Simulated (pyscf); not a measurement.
Single points on ωB97X-D3(BJ)/def2-SVP structures (PySCF, gas phase).

Q: Estimate the classical barrier height and the reaction energy of `[GeH3][O][GeH3]` + `[H]` [doublet] -> `[OH][GeH3]` + `[GeH3]` [doublet] at ωB97M-D3(BJ)/def2-TZVP. The step runs on the doublet surface, breaks Ge–O and forms H–O; take the separated reactants as zero.

A: ΔE‡ = 45.6 kJ/mol, ΔE = -73.8 kJ/mol. Zero-point energy shifts the barrier by +0.5 kJ/mol. It is a substitution at O, with an imaginary mode of 1781i cm⁻¹. The same reactants have a lower exit, to •H₂Ge–O–GeH₃ + H₂ (barrier +12.1 kJ/mol at ωB97M-D3(BJ)/def2-TZVP, against +45.6 kJ/mol here). This is the saddle that the search found; another between the same sides may lie lower. The angle at the attacked O is 121°. Elements up to Kr have no core potential and no relativistic terms here.
